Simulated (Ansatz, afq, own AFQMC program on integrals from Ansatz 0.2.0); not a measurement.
**AFQMC, coupled cluster and functionals along a coordinate of ZnH2O, triplet**

```xyz
4

Zn    0.0096   -0.0018    0.4022
O    -0.0559    0.1435   -1.4895
H     0.4373   -0.5160   -1.9892
H    -0.1747   -1.6460   -0.4660
```

The Zn1–O2 distance is changed with both sides rigid. Energies in mEh count from this geometry (1.898 Å) at the same level; the start stands on UHF, each point on the determinant named.

Basis def2-SVP. Noble-gas cores (and the filled d shells of Ga–Kr and In–Xe) are frozen. AFQMC by an in-house program on the Cholesky factors that Ansatz 0.2.0 writes for its CCSD(T) run. The CISD trial takes its coefficients from CCSD amplitudes. Released means that phaseless walkers are propagated on without the constraint, phases kept. ± is one standard error of the sampling. The metal's outer-core s and p shells are frozen, which shifts wave-function levels against functionals.

Cautions, each for one point or more: higher spins were not checked; lower spins were not checked; no relativity below Rb; outer-core shells of the metal frozen; released reference can be 30 meV off for metals.

```tsv
r(Zn1–O2) / Å	det.	T1	weight	⟨S²⟩	MP2	PBE	CCSD(T)
1.550	UHF	0.020	0.89	2.01	49.5	53.3	56.6
2.277	UHF	0.036	0.85	2.04	26.0	15.7	14.0
3.049	UHF	0.016	0.89	2.04	38.4	45.1	29.0
4.267	UHF	0.014	0.89	2.04	42.3	54.8	32.6
6.510	UHF	0.013	0.89	2.04	43.5	56.2	33.7
```

Problem. Estimate the curve of phaseless AFQMC with a CISD trial, counted from the same start.

Solution. 
```json
{"r(Zn1–O2) / Å": "1.550", "det.": "UHF", "T1": "0.020", "weight": "0.89", "⟨S²⟩": "2.01", "ph-AFQMC/CISD": "56.3 ± 0.3", "released AFQMC": "56.7 ± 0.5*"}
{"r(Zn1–O2) / Å": "2.277", "det.": "UHF", "T1": "0.036", "weight": "0.85", "⟨S²⟩": "2.04", "ph-AFQMC/CISD": "13.8 ± 0.3", "released AFQMC": "–"}
{"r(Zn1–O2) / Å": "3.049", "det.": "UHF", "T1": "0.016", "weight": "0.89", "⟨S²⟩": "2.04", "ph-AFQMC/CISD": "29.3 ± 0.3", "released AFQMC": "29.7 ± 0.4*"}
{"r(Zn1–O2) / Å": "4.267", "det.": "UHF", "T1": "0.014", "weight": "0.89", "⟨S²⟩": "2.04", "ph-AFQMC/CISD": "32.6 ± 0.3", "released AFQMC": "33.7 ± 0.4*"}
{"r(Zn1–O2) / Å": "6.510", "det.": "UHF", "T1": "0.013", "weight": "0.89", "⟨S²⟩": "2.04", "ph-AFQMC/CISD": "33.9 ± 0.3", "released AFQMC": "34.4 ± 0.4*"}
```

Weight is that of the determinant in the CISD state; at the start T1 is 0.019 and the weight 0.88, and ⟨S²⟩ is 2.04. An asterisk marks released energies that aren't shown to be converged. Symmetry can't show for every point that it stays on the start's state. A dash marks a missing value, a released energy that hasn't settled or a functional that sits on another state. Largest departures from phaseless AFQMC with a CISD trial: CCSD(T) -0.3 mEh at 3.049 (on UHF) (within the noise), MP2 12.3 mEh at 2.277 (on UHF). The walk's constraint bias lies outside its error bars, so these are departures and not errors. The functionals aren't scored here. In this small basis the wave-function levels are far from their limit, so their gap to the functionals isn't the functionals' error.
